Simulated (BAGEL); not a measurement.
# UHF/STO-3G (density fitting with qzvpp-jkfit) run of C2H4NO (SMILES [H]/N=C/C[O])

Aim: the energy change on altering one bond length of C2H4NO at UHF/STO-3G (density fitting with qzvpp-jkfit), from 2 runs. 

The calculation is run with BAGEL 1.2.2.

### Step 1. The structure to begin with

C2H4NO: 8 atoms, total charge 0, spin state doublet. As SMILES, `[H]/N=C/C[O]`. The coordinates come from a GFN2-xTB relaxation.

Bond lengths: N1–C2 1.240 Å, C2–C3 1.547 Å, C3–O4 1.303 Å, N1–H5 1.013 Å, C2–H6 1.092 Å, C3–H7 1.119 Å, C3–H8 1.108 Å. Angles: N1–C2–C3 118.2°, C2–C3–O4 114.1°, N1–C2–H6 128.9°, C3–C2–H6 112.8°, C2–N1–H5 120.7°, C2–C3–H7 98.8°, C2–C3–H8 108.7°, O4–C3–H7 110.7°, O4–C3–H8 115.6°, H7–C3–H8 107.4°.

### Step 2. A single-point energy at UHF/STO-3G (density fitting with qzvpp-jkfit)

job.json

```json
{ "bagel": [

{
  "title": "molecule",
  "basis": "sto-3g",
  "df_basis": "qzvpp-jkfit",
  "angstrom": "true",
  "geometry": [
    { "atom": "N", "xyz": [      -0.011310,       1.495530,      -0.162400 ] },
    { "atom": "C", "xyz": [      -0.439520,       0.333910,      -0.227100 ] },
    { "atom": "C", "xyz": [       0.474850,      -0.811410,       0.266890 ] },
    { "atom": "O", "xyz": [       0.280500,      -1.946860,      -0.342690 ] },
    { "atom": "H", "xyz": [      -0.559440,       2.269160,      -0.518830 ] },
    { "atom": "H", "xyz": [      -1.389870,      -0.024930,      -0.627020 ] },
    { "atom": "H", "xyz": [       0.123020,      -0.866470,       1.328090 ] },
    { "atom": "H", "xyz": [       1.521770,      -0.448930,       0.283080 ] }
  ]
},

{ "title": "uhf", "nopen": 1 },

{ "title": "print", "file": "orbitals.molden", "orbitals": "true" }

]}
```

The run is started by

```
$ BAGEL_NUM_THREADS=1 BAGEL job.json > job.out
```

The program printed:

```text
* using 1 threads per process

  ===============================================================
  ===============================================================

  *** Geometry ***

  { "atom" : "N", "xyz" : [     -0.021373,      2.826142,     -0.306892 ] },
  { "atom" : "C", "xyz" : [     -0.830572,      0.630998,     -0.429157 ] },
  { "atom" : "C", "xyz" : [      0.897336,     -1.533343,      0.504349 ] },
  { "atom" : "O", "xyz" : [      0.530068,     -3.679032,     -0.647590 ] },
  { "atom" : "H", "xyz" : [     -1.057188,      4.288091,     -0.980447 ] },
  { "atom" : "H", "xyz" : [     -2.626474,     -0.047111,     -1.184896 ] },
  { "atom" : "H", "xyz" : [      0.232474,     -1.637391,      2.509726 ] },
  { "atom" : "H", "xyz" : [      2.875729,     -0.848355,      0.534944 ] },

  Number of auxiliary basis functions:      376

  Since a DF basis is specified, we compute 2- and 3-index integrals:
    o Being stored without compression. Storage requirement is 0.002 GB

  Number of basis functions:       24
  Number of electrons      :       31

    * METHOD: MOLECULE                             0.23

  *** Open-shell HF ***

  === Nuclear Repulsion ===
   110.0357122808

      * DIIS with orbital gradients will be used.

  === UHF iteration (sto-3g) ===
      0       -204.29498092          0.06278158           0.03
      1       -204.51850861          0.03706723           0.04
      2       -204.59698023          0.01640856           0.04
      3       -204.61272422          0.00550010           0.04
      4       -204.61690358          0.00203327           0.04
      5       -204.61745496          0.00049294           0.03
      6       -204.61753130          0.00033155           0.03
      7       -204.61759801          0.00029224           0.03
      8       -204.61769346          0.00027663           0.03
      9       -204.61780386          0.00027164           0.03
     10       -204.61791592          0.00026937           0.03
     11       -204.61818927          0.00026320           0.03
     12       -204.62038193          0.00038674           0.03
     13       -204.61973287          0.00022907           0.03
     14       -204.61774517          0.00073422           0.03
     15       -204.61807809          0.00067568           0.03
     16       -204.61829698          0.00057779           0.03
     17       -204.62050575          0.00015117           0.04
     18       -204.61878625          0.00023685           0.03
     19       -204.62041816          0.00010205           0.03
     20       -204.62031130          0.00009626           0.03
     21       -204.62059246          0.00007855           0.03
     22       -204.62086401          0.00005977           0.03
     23       -204.62099302          0.00006055           0.03
     24       -204.62099827          0.00004857           0.03
     25       -204.62097860          0.00002663           0.03
     26       -204.62098536          0.00002116           0.03
     27       -204.62098831          0.00001658           0.03
     28       -204.62100768          0.00000835           0.03
     29       -204.62101017          0.00000484           0.03
     30       -204.62101000          0.00000342           0.03
     31       -204.62101027          0.00000267           0.03
     32       -204.62101038          0.00000182           0.03
     33       -204.62101056          0.00000097           0.03
     34       -204.62101058          0.00000047           0.03
     35       -204.62101058          0.00000031           0.03
     36       -204.62101058          0.00000012           0.03
     37       -204.62101058          0.00000006           0.03
     38       -204.62101058          0.00000004           0.03
     39       -204.62101058          0.00000004           0.03
     40       -204.62101058          0.00000004           0.03
     41       -204.62101059          0.00000003           0.03
     42       -204.62101059          0.00000003           0.03
     43       -204.62101059          0.00000003           0.03
     44       -204.62101059          0.00000003           0.03
     45       -204.62101059          0.00000003           0.03
     46       -204.62101059          0.00000003           0.03
     47       -204.62101059          0.00000002           0.03
     48       -204.62101059          0.00000002           0.03
     49       -204.62101059          0.00000001           0.03
    * SCF iteration converged.

    * S^2 (UHF) is 0.9278

    * Permanent dipole moment:
           (    0.547721,    -0.252170,    -0.039152) a.u.

    * METHOD: UHF                                  1.72

    * METHOD: PRINT                                0.01

  ===============================================================
```

Run time: 2.4 s. Hardware: 1 thread of AMD EPYC, shared host; peak memory 0.08 GiB.

### Step 3. The distorted shape at the same level

input.json

```json
{ "bagel" : [

{
  "title" : "molecule",
  "basis" : "sto-3g",
  "df_basis" : "qzvpp-jkfit",
  "angstrom" : true,
  "geometry" : [
    { "atom" : "N", "xyz" : [    0.041477,    1.503791,   -0.321617 ] },
    { "atom" : "C", "xyz" : [   -0.386733,    0.342171,   -0.386317 ] },
    { "atom" : "C", "xyz" : [    0.527637,   -0.803149,    0.107673 ] },
    { "atom" : "O", "xyz" : [    0.333287,   -1.938599,   -0.501907 ] },
    { "atom" : "H", "xyz" : [   -0.506653,    2.277421,   -0.678047 ] },
    { "atom" : "H", "xyz" : [   -1.337083,   -0.016669,   -0.786237 ] },
    { "atom" : "H", "xyz" : [    0.123020,   -0.866470,    1.328090 ] },
    { "atom" : "H", "xyz" : [    1.574557,   -0.440669,    0.123863 ] }
  ]
},
{ "title" : "uhf", "nopen" : 1 },
{ "title" : "print", "file" : "orbitals.molden", "orbitals" : true }

]}
```

The run is started by

```
$ BAGEL_NUM_THREADS=1 BAGEL input.json > input.out
```

The program printed:

```text
* using 1 threads per process

  ===============================================================
  ===============================================================

  *** Geometry ***

  { "atom" : "N", "xyz" : [      0.078380,      2.841753,     -0.607768 ] },
  { "atom" : "C", "xyz" : [     -0.730819,      0.646609,     -0.730033 ] },
  { "atom" : "C", "xyz" : [      0.997089,     -1.517732,      0.203472 ] },
  { "atom" : "O", "xyz" : [      0.629821,     -3.663421,     -0.948467 ] },
  { "atom" : "H", "xyz" : [     -0.957435,      4.303702,     -1.281323 ] },
  { "atom" : "H", "xyz" : [     -2.526721,     -0.031500,     -1.485773 ] },
  { "atom" : "H", "xyz" : [      0.232474,     -1.637391,      2.509726 ] },
  { "atom" : "H", "xyz" : [      2.975481,     -0.832744,      0.234067 ] },

  Number of auxiliary basis functions:      376

  Since a DF basis is specified, we compute 2- and 3-index integrals:
    o Being stored without compression. Storage requirement is 0.002 GB

  Number of basis functions:       24
  Number of electrons      :       31

    * METHOD: MOLECULE                             0.20

  *** Open-shell HF ***

  === Nuclear Repulsion ===
   109.3742276658

      * DIIS with orbital gradients will be used.

  === UHF iteration (sto-3g) ===
      0       -204.28103959          0.06349704           0.03
      1       -204.49214071          0.03931048           0.03
      2       -204.57486653          0.01776369           0.03
      3       -204.59304370          0.00577256           0.03
      4       -204.59801954          0.00218606           0.03
      5       -204.59866565          0.00050403           0.03
      6       -204.59874687          0.00029027           0.03
      7       -204.59882185          0.00024215           0.03
      8       -204.59893027          0.00022454           0.03
      9       -204.59906424          0.00021900           0.03
     10       -204.59916169          0.00021812           0.03
     11       -204.59930913          0.00021658           0.03
     12       -204.60036031          0.00021906           0.03
     13       -204.60064945          0.00020502           0.03
     14       -204.60050970          0.00044518           0.03
     15       -204.60092600          0.00037691           0.03
     16       -204.59907289          0.00043763           0.03
     17       -204.60164960          0.00016264           0.05
     18       -204.59921821          0.00021169           0.04
     19       -204.60137307          0.00014140           0.04
     20       -204.60150901          0.00014172           0.04
     21       -204.60177149          0.00013068           0.04
     22       -204.60191714          0.00012136           0.04
     23       -204.60220907          0.00023162           0.04
     24       -204.60220199          0.00027342           0.05
     25       -204.60224941          0.00016325           0.04
     26       -204.60223499          0.00008107           0.04
     27       -204.60221785          0.00010555           0.04
     28       -204.60223451          0.00003349           0.04
     29       -204.60225738          0.00002381           0.04
     30       -204.60226889          0.00001304           0.04
     31       -204.60226705          0.00000848           0.04
     32       -204.60226678          0.00000642           0.04
     33       -204.60226736          0.00000525           0.04
     34       -204.60226857          0.00000474           0.04
     35       -204.60226895          0.00000443           0.04
     36       -204.60226944          0.00000397           0.04
     37       -204.60226965          0.00000316           0.04
     38       -204.60226975          0.00000210           0.04
     39       -204.60226979          0.00000138           0.04
     40       -204.60226980          0.00000081           0.05
     41       -204.60226981          0.00000037           0.04
     42       -204.60226981          0.00000020           0.04
     43       -204.60226981          0.00000009           0.03
     44       -204.60226981          0.00000006           0.03
     45       -204.60226981          0.00000005           0.03
     46       -204.60226981          0.00000005           0.03
     47       -204.60226981          0.00000005           0.03
     48       -204.60226981          0.00000005           0.03
     49       -204.60226981          0.00000005           0.03
     50       -204.60226981          0.00000004           0.03
     51       -204.60226981          0.00000002           0.03
     52       -204.60226981          0.00000002           0.03
     53       -204.60226981          0.00000001           0.03
     54       -204.60226981          0.00000001           0.03
    * SCF iteration converged.

    * S^2 (UHF) is 0.9549

    * Permanent dipole moment:
           (    0.544213,    -0.256554,    -0.030558) a.u.

    * METHOD: UHF                                  2.14

    * METHOD: PRINT                                0.01

  ===============================================================
```

Run time: 2.8 s. Hardware: 1 thread of AMD EPYC, shared host; peak memory 0.08 GiB.

### Step 4. Summary of results

At UHF/STO-3G (density fitting with qzvpp-jkfit):

| quantity | value |
| --- | --- |
| first shape: total energy | -204.62101 Eh |
| first shape: dipole moment | 1.54 D |
| first shape: ⟨S²⟩ | 0.928 |
| distorted shape: total energy | -204.60227 Eh |
| distorted shape: dipole moment | 1.53 D |
| distorted shape: ⟨S²⟩ | 0.955 |
| energy change with the C3–H7 bond stretched from 1.119 to 1.287 Å | 0.510 eV |

What this shows: With the C3–H7 bond stretched from 1.119 to 1.287 Å the energy rises by 0.51 eV (11.8 kcal/mol). The first shape isn't relaxed at this level, so the change isn't measured from a minimum. The minimal basis adds a large error of its own. ⟨S²⟩ (first shape) is 0.93 where a pure doublet has 0.75: the reference is spin-contaminated. ⟨S²⟩ (distorted shape) is 0.95 where a pure doublet has 0.75: the reference is spin-contaminated.
